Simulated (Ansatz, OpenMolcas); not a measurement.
## C2F2: a line through the functionals

The species is C2F2 (4 atoms), meant as a singlet with charge 0. As SMILES, `FC#CF`. The coordinates come from a PBE0-D4/def2-TZVP relaxation.

The HOMO–LUMO gap y, in eV, basis cc-pVTZ; a is the functional's share of exact exchange. Programs: Ansatz 0.2.0, OpenMolcas 26.06.

| functional | program | a | y (eV) |
| --- | --- | --- | --- |
| BLYP | Ansatz | 0 | 6.49 |
| TPSS | OpenMolcas | 0 | 6.77 |
| B3LYP | Ansatz | 0.2 | 8.70 |
| PBE0 | Ansatz | 0.25 | ? |
| BHLYP | Ansatz | 0.5 | 11.90 |

Task: Fit y = c + s·a to the known rows and predict PBE0.

Result: 
1. Means of the 4 rows: a = 0.1750, y = 8.465.
2. Σ(Δa)² = 0.1675, Σ(Δa·Δy) = 1.7645, so the slope is 1.7645/0.1675 = 10.534.
3. Intercept: 8.465 − (10.534) × 0.1750 = 6.622. The largest residual of the fit is 0.15.
4. PBE0: 6.622 + (10.534) × 0.25 = 9.26 eV.

The run gave 9.30 eV, so the prediction is off by -0.04 eV, within the largest residual. Exact exchange lowers occupied levels and raises empty ones. The rows mix families of semi-local functionals, which the line can't see.
